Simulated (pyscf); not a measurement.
A first-order saddle from PySCF, ωB97X-D3(BJ)/def2-SVP:

```
Ti
O 1 1.7661
H 2 0.9629 1 132.50
O 1 1.7779 2 104.42 3 -157.72
H 4 0.9662 1 118.92 2 173.71
O 1 1.7812 2 103.98 3 -34.66
H 6 0.9669 1 116.71 2 174.49
O 1 1.9916 2 99.38 3 84.43
H 8 0.9628 1 124.74 2 56.95
H 8 1.1883 9 121.32 1 -100.81
F 10 1.1588 8 143.24 9 134.09
```

Surface: singlet, charge 0. Lowest wavenumbers (cm⁻¹): 495i, 95, 129, 172, 193.

Problem. Which two sides does it connect, and which bonds change?

Solution. HO–Ti(OH)(OH)–OH + hydrogen fluoride (HF) ⇌ water (H₂O) + HO–Ti(OH)(OH)–F, a four-centre exchange read from left to right: O–Ti, F–H broken and H–O, F–Ti formed. At ωB97M-D3(BJ)/def2-TZVP it lies -22.7 kJ/mol from the left side and +32.5 kJ/mol from the right (each side as separated species at their lowest minima found). On the reactant side the descent ends in a bound adduct, 45.1 kJ/mol under the separated species and 19.6 kJ/mol under the saddle at ωB97X-D3(BJ)/def2-TZVP. On the product side the descent ends in an adduct with a O–Ti contact, 50.8 kJ/mol under the separated species and 79.4 kJ/mol under the saddle at ωB97X-D3(BJ)/def2-TZVP. At ωB97M-D3(BJ) the saddle lies under the separated reactants, which points to a path from their complex (located at ωB97X-D3(BJ) alone). What is counted as broken (O–Ti) persists as a longer contact in the product adduct; parting that adduct is a step of its own. This is the saddle that the search found; another between the same sides may lie lower.
